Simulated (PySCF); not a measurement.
Aluminium: a sound run and one with changed settings

Sound run: Al [Ne] 3s2 3p1, Al⁺ [Ne] 3s2. Calculation: PySCF 2.14, in aug-cc-pV(D+d)Z; the non-relativistic Hamiltonian (point nucleus). The sound run starts from symmetry-adapted Hartree-Fock orbitals and uses a fine grid where one is needed.

Changed run: 26 angular points. This setting is unsound on purpose.

| species | method | sound run (hartree) | changed run (hartree) | converged |
| --- | --- | --- | --- | --- |
| Al | UHF | -241.87429 | -241.87429 | yes |
| Al | BP86 | -242.37968 | -242.37961 | yes |
| Al | M06-L | -242.34616 | -242.34673 | yes |
| Al⁺ | UHF | -241.66853 | -241.66853 | yes |
| Al⁺ | BP86 | -242.15321 | -242.15321 | yes |
| Al⁺ | M06-L | -242.12967 | -242.12967 | yes |

Ionisation energy of Al:

| method | sound run (eV) | changed run (eV) |
| --- | --- | --- |
| UHF | 5.599 | 5.599 |
| BP86 | 6.163 | 6.161 |
| M06-L | 5.891 | 5.906 |

A coarse angular grid integrates products of high-l functions wrongly, so density functionals can shift, and the SCF can exploit the error; Hartree-Fock and MP2 need no grid.

For comparison, NIST gives 5.986 eV between the lowest levels.
